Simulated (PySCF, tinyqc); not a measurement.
Inside a calculation. Method: MP2 on RHF in the sto-6g basis, frozen core, for BH, spin multiplicity 1. The lowest restricted solution is unstable here: a spin-polarised one lies 0.0155 hartree lower (PySCF). One step of it, computed by the program tinyqc.

Problem. Orthogonalisation. S = U s U^T; symmetric (Loewdin) form X = U s^(-1/2) U^T, so that X^T S X = 1.

overlap S, lower triangle:
```
           1B 1s     1B 2s    1B 2px    1B 2py    1B 2pz     2H 1s
1B 1s   1.000000
1B 2s   0.264891  1.000000
1B 2px  0.000000  0.000000  1.000000
1B 2py  0.000000  0.000000  0.000000  1.000000
1B 2pz  0.000000  0.000000  0.000000  0.000000  1.000000
2H 1s   0.087976  0.533090  0.000000  0.000000  0.521673  1.000000
```

Give: eigenvalues of S; X.

Solution.

eigenvalues of S: 0.2466  0.7985  1.0000  1.0000  1.1578  1.7971

X, lower triangle:
```
          1B 1s    1B 2s  1B 2px  1B 2py   1B 2pz   2H 1s
1B 1s    1.0291
1B 2s   -0.1523   1.2245
1B 2px   0.0000   0.0000  1.0000
1B 2py   0.0000   0.0000  0.0000  1.0000
1B 2pz  -0.0131   0.1891  0.0000  0.0000   1.1818
2H 1s    0.0235  -0.4464  0.0000  0.0000  -0.4303  1.3728
```
